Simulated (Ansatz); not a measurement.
Reaction (substitution at a C–C bond): `CC(C)(C)CS` + H–F → `CC(C)(C)F` + CH₃SH

Computed with Ansatz on PBE0-D4/def2-TZVP structures; ΔE is electronic, products minus reactants. CCSD(T)/CBS adds triple-zeta CCSD(T) − MP2 to the extrapolated MP2 energy (def2 sets, frozen cores). This one scheme is used for every species. DFT in def2-TZVPP. Each species was taken in one conformer, which may not be the lowest.

`CC(C)(C)CS`:

```xyz
18

C     0.448    1.163   -0.798
C     0.137    0.004    0.143
C     1.440   -0.680    0.553
C    -0.580    0.522    1.384
C    -0.717   -1.053   -0.568
S    -2.345   -0.536   -1.175
H     1.120    1.877   -0.315
H    -0.462    1.699   -1.077
H     0.935    0.811   -1.712
H     1.249   -1.527    1.218
H     2.092    0.019    1.081
H     1.984   -1.052   -0.320
H    -0.777   -0.289    2.091
H     0.032    1.270    1.895
H    -1.534    0.983    1.121
H    -0.162   -1.491   -1.401
H    -0.939   -1.868    0.127
H    -1.921    0.148   -2.248
```

H–F:

Z-matrix (Å, degrees):
```
F
H 1 0.920
```

`CC(C)(C)F`:

Z-matrix (Å, degrees):
```
C
C 1 1.514
H 1 1.092 2 110.5
H 1 1.092 2 110.3 3 120.0
H 1 1.092 2 110.3 3 -120.0
C 2 1.514 1 112.1 3 -63.5
C 2 1.514 1 112.1 3 63.5
F 2 1.406 1 106.7 3 -180.0
H 6 1.092 2 110.3 1 -176.5
H 6 1.092 2 110.3 1 -56.5
H 6 1.092 2 110.5 1 63.5
H 7 1.092 2 110.5 1 -63.5
H 7 1.092 2 110.4 1 176.5
H 7 1.092 2 110.3 1 56.5
```

CH₃SH:

Z-matrix (Å, degrees):
```
C
S 1 1.806
H 1 1.089 2 111.5
H 1 1.089 2 111.5 3 -123.8
H 1 1.090 2 106.2 3 118.1
H 2 1.342 1 97.1 3 61.9
```

Is it downhill or uphill in electronic energy at CCSD(T)/CBS, and by how much? (Estimate.)

Ansatz gave: Uphill: ΔE = +26.0 kJ/mol.

What do these levels give: revPBE-D4, CAM-B3LYP-D4, ωB97M-V, revPBE, r2SCAN0, RPA@PBE/def2-TZVPP, MP2/def2-TZVPP, SCS-MP2/def2-TZVPP, CCSD/def2-TZVPP, MP2/def2-QZVPP, HF/CBS(def2), MP2/CBS(def2)? (Best estimate.)

Ansatz gave: revPBE-D4 22.3, CAM-B3LYP-D4 1.9, ωB97M-V 11.3, revPBE -8.4, r2SCAN0 6.3, RPA@PBE/def2-TZVPP 18.6, MP2/def2-TZVPP 40.2, SCS-MP2/def2-TZVPP 25.5, CCSD/def2-TZVPP 18.5, MP2/def2-QZVPP 41.2, HF/CBS(def2) -22.0, MP2/CBS(def2) 42.0 kJ/mol.

Largest T1 diagnostic among the species: 0.010.

Leaving LDA and LC-ωPBE aside and taking each functional with its dispersion term where it has one, the values spread over 20.4 kJ/mol, from CAM-B3LYP-D4 to revPBE-D4. LDA lies +18.9 kJ/mol from PBE without D4. From PBE to PBE0 (25 % exact exchange), in def2-TZVPP and without D4, ΔE moves by +4.7 kJ/mol. At CCSD(T), def2-SVP lies −9.0 kJ/mol from the extrapolated value and def2-TZVPP −1.8 kJ/mol.
